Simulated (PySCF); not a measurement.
Work out the structure from these simulated measurements.

Elements present: C, Cl and F. Monoisotopic mass: 135.9050 u.

- 13C NMR: chemical shifts (computed TMS as zero) by class: 147.9 (1 C) ppm [GIAO PBE0/pcSseg-1]
- Dipole: 0.41 D [B3LYP/def2-SVPD]
- Rotational structure: rotational constants A, B, C: 2.444, 2.444, 1.709 GHz [GFN2-xTB]
- NMR, other nuclei: isotropic shieldings of nuclei other than C and H, by class: 171 (1 F), 387 (3 Cl) ppm [GIAO PBE0/pcSseg-1]
- Triplet: lowest triplet excitation (Tamm–Dancoff): 5.53 eV [TDA B3LYP/def2-SVPD]
- UV, strongest line: among the 8 lowest singlet transitions: S4/S5 at 7.26 eV (171 nm, f = 0.041 summed over these states) [TDDFT B3LYP/def2-SVPD]
- UV, first state: lowest singlet excitation: 6.05 eV (205 nm, f = 0.000) [TDDFT B3LYP/def2-SVPD]
- XPS: Cl2p3/2 207.3 (×3), C1s 298.0, F1s 694.4, Cl1s 2829.9 (×3) eV [ΔSCF SCAN, pcX-2 on the ionised atom, pcseg-1 elsewhere, spin-free X2C, 2p3/2 from a spin–orbit splitting computed afterwards within the 2p shell]

The electronic properties come from PySCF, for the isolated species, density fitting. Levels stand in brackets. Geometry: GFN2-xTB; no solvent, vibrations or thermal averaging. Each NMR value is the plain mean over a class of atoms that symmetry, rotation or inversion makes alike.

**Question.** Which formula fits the mass and the elements?

**Answer.** CCl3F (calculated 135.9050). No other formula that holds each of these elements comes within 0.0003 u with a fitting electron parity and a possible valence count.

**Question.** Propose a structure and show how it fits.

**Answer.** Numbering: `[F:1][C:2]([Cl:3])([Cl:4])[Cl:5]`. Its formula, CCl3F, gives 0 degrees of unsaturation, so no ring and no π bond. The one carbon: CCl3 carbon [C2] (147.9 ppm). The other shieldings belong to: 171 ppm, alkyl fluorine [F1]; 387 ppm, chlorine of a CCl3 group [Cl3/Cl4/Cl5]. The core levels belong to: Cl2p3/2 207.3 eV, chlorine of a CCl3 group [Cl3/Cl4/Cl5]; C1s 298.0 eV, CCl3 carbon [C2]; F1s 694.4 eV, alkyl fluorine [F1]; Cl1s 2829.9 eV, chlorine of a CCl3 group [Cl3/Cl4/Cl5]. S1 is mainly HOMO→LUMO (weight 0.99); the largest Löwdin shares of the orbital it empties are 0.33 on each of 3 atoms of one kind (chlorine of a CCl3 group), of the orbital it fills 0.25 on each of 3 atoms of one kind (chlorine of a CCl3 group) and 0.24 on the CCl3 carbon. The optimised geometry has point group C3v and is an oblate symmetric top. Structure: `FC(Cl)(Cl)Cl` (trichlorofluoromethane). The assignments are read from this structure; whether some other isomer fits the data as well wasn't checked. NMR values of atoms bound to several Cl lack the spin–orbit term that these neighbours bring.
